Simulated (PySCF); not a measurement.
PF3.
InChI=1S/F3P/c1-4(2)3

The closed-shell ground state was solved at several levels (PySCF, density fitting, gas phase, non-relativistic). Geometry: PBE0-D3(BJ)/def2-SVP; no solvent, vibrations or thermal averaging.

```tsv
level	basis functions	HOMO (eV)	LUMO (eV)	gap (eV)	dipole (D)
PBE0/pcSseg-3	292	-9.45	-0.61	8.84	1.18
PBE0/pcSseg-0	40	-9.52	-0.17	9.35	1.83
PBE0/aug-cc-pVDZ	96	-9.50	-0.65	8.85	1.23
PBE0/cc-pVTZ	124	-9.31	-0.24	9.07	1.16
PBE0/cc-pVDZ	60	-9.16	0.08	9.24	1.29
```

Question: Estimate the row for PBE0/IGLO-III, a basis of 149 functions; the other rows only guide the guess.

Answer: HOMO -9.41 eV, LUMO -0.34 eV, gap 9.07 eV, dipole 1.22 D.

Question: How much does the basis alone move the frontier levels among the 6 PBE0 rows (the withheld one included)?

Answer: The HOMO by 0.36 eV and the LUMO by 0.73 eV. By rising basis size (HOMO, LUMO in eV): pcSseg-0 -9.52, -0.17; cc-pVDZ -9.16, 0.08; aug-cc-pVDZ -9.50, -0.65; cc-pVTZ -9.31, -0.24; IGLO-III -9.41, -0.34; pcSseg-3 -9.45, -0.61.

Question: How far do the dipole and the HOMO energy spread over the levels?

Answer: The dipole runs from 1.16 to 1.83 D (mean 1.32 D) and the HOMO from -9.52 to -9.16 eV.
